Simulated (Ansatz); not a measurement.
# Breaking a bond in CHClO (formyl chloride)

CHClO has 4 atoms, charge 0, and is taken as a singlet. As SMILES, `O=CCl`. The shape is that of a GFN2-xTB optimisation.

```xyz
4

O    -0.9235    0.2470    0.8705
C    -0.1594    0.0759   -0.0124
Cl    1.3895   -0.6807    0.2034
H    -0.3066    0.3578   -1.0615
```

The C2–H4 distance is scanned; the parts on either side stay rigid. Basis STO-3G, 7 core orbitals frozen in the correlated methods; program Ansatz 0.2.0. FCI is exact within this basis and core. Energies in eV from each method's value at 1.096 Å; methods without a U are spin-restricted. The shape above is that at 1.096 Å.

```csv
distance (Å),r2SCAN0,RPA@PBE,CCSD(T),CCSDTQ,FCI
1.096,0.00,0.00,0.00,0.00,0.00
1.370,0.80,0.57,0.64,0.64,0.64
1.644,2.36,1.87,1.95,1.95,1.95
2.192,5.12,3.98,3.61,3.64,3.64
2.741,6.77,4.92,3.86,4.09,4.09
```

Departure from the FCI curve at its largest: r2SCAN0 +2.68 eV at 2.74 Å; RPA@PBE +0.83 eV at 2.74 Å; CCSD(T) -0.23 eV at 2.74 Å; CCSDTQ within 0.005 eV. Restricted functionals keep the electrons paired too, and rise too high.
